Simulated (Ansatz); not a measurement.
# C₂H₃FO: taking an electron away

How much energy removes an electron from C₂H₃FO at fixed geometry? The cation is run at each level and the neutral's energy taken from earlier runs.

The runs use Ansatz 0.2.0, Gaussian basis; unrestricted cation, the program's frozen cores in correlated methods.

The runs, in order: UKS PBE-D4/def2-TZVPP; UKS r2SCAN-D4/def2-TZVPP; UKS PBE0-D4/def2-TZVPP; UKS B3LYP-D4/def2-TZVPP; UKS wB97X-V/def2-TZVPP; UKS wB97M-V/def2-TZVPP; UKS B2PLYP/def2-TZVPP; UHF-CCSD(T)/def2-TZVPP; UHF-MP2/def2-QZVPP; extrapolation to the limit; then −ε(HOMO) from the neutral's earlier runs with LDA (SPW92), PBE-D4, revPBE-D4, BLYP-D4, r2SCAN-D4, B97M-V, PBE0-D4, B3LYP-D4, r2SCANh-D4, r2SCAN0-D4, HSE06-D4, BHLYP-D4, CAM-B3LYP-D4, LC-ωPBE, ωB97X-V, ωB97M-V.

## 1. The relaxed structure

All runs share one geometry, relaxed beforehand with PBE0-D4 in a triple-zeta def2 set.

SMILES `FC1CO1`, 7 atoms, charge 0, spin multiplicity 1.

Atoms are counted from 1 here; the program's logs count them from 0.

Bond lengths: F1–C2 1.351 Å, C2–C3 1.449 Å, C2–O4 1.374 Å, C2–H5 1.087 Å, C3–O4 1.439 Å, C3–H6 1.086 Å, C3–H7 1.086 Å. Angles: F1–C2–C3 118.9°, F1–C2–O4 115.5°, F1–C2–H5 110.6°, C3–C2–O4 61.2°, C3–C2–H5 124.3°, O4–C2–H5 117.4°, C2–C3–O4 56.8°, C2–C3–H6 120.8°, C2–C3–H7 118.0°, O4–C3–H6 115.4°, O4–C3–H7 114.6°, H6–C3–H7 116.8°, C2–O4–C3 62.0°.

## 2. Cation, UKS PBE-D4/def2-TZVPP

Input file in.yaml:

```yaml
crystal:
  periodic: [false, false, false]
  atoms:
    - {symbol: F, position_ang: [-1.230105, -1.269681, -0.057091]}
    - {symbol: C, position_ang: [-0.627821, -0.077476, -0.262021]}
    - {symbol: C, position_ang: [0.671386, 0.163607, 0.333374]}
    - {symbol: O, position_ang: [0.484927, -0.107938, -1.067736]}
    - {symbol: H, position_ang: [-1.365992, 0.696013, -0.456997]}
    - {symbol: H, position_ang: [0.995689, 1.172177, 0.572517]}
    - {symbol: H, position_ang: [1.133116, -0.644702, 0.892153]}
basis:
  gaussian: {orbitals: def2-TZVPP}
total_charge: 1
magnetization: {spin_polarized: true, initial_magnetization: 1}
hamiltonian: {xc: pbe, dispersion: d4}
```

After this run come: Cation, UKS r2SCAN-D4/def2-TZVPP; Cation, UKS PBE0-D4/def2-TZVPP; Cation, UKS B3LYP-D4/def2-TZVPP; Cation, UKS wB97X-V/def2-TZVPP; Cation, UKS wB97M-V/def2-TZVPP; Cation, UKS B2PLYP (frozen core)/def2-TZVPP; Cation, UHF-CCSD(T)/def2-TZVPP; Cation, UHF-MP2/def2-QZVPP.

**Question.** What will the summary of the whole plan be? Wanted: ionisation energy, CCSD(T)/CBS; nearest functional by difference; nearest −ε(HOMO); −ε(HOMO) of PBE; T1 of the cation.

As calculated:

| quantity | value |
| --- | --- |
| ionisation energy, CCSD(T)/CBS | 11.69 eV |
| nearest functional by difference | B2PLYP (-0.21 eV) |
| nearest −ε(HOMO) | LC-ωPBE (-0.16 eV) |
| −ε(HOMO) of PBE | 7.01 eV |
| T1 of the cation | 0.040 |

**Reading.** Energy differences with functionals land within 0.68 eV of the reference. The PBE orbital energy is 4.7 eV too small: a semilocal HOMO is no ionisation energy. Among orbital estimates LC-ωPBE comes nearest. Hartree-Fock falls 1.54 eV short, as the neutral has more correlation energy than the cation. The cation's T1 (from the report) is 0.040, near the customary mark of 0.045 for open shells, so the coupled-cluster value is less safe. The cation may have settled in a state other than its lowest; no search over hole states beyond the program's own was made.
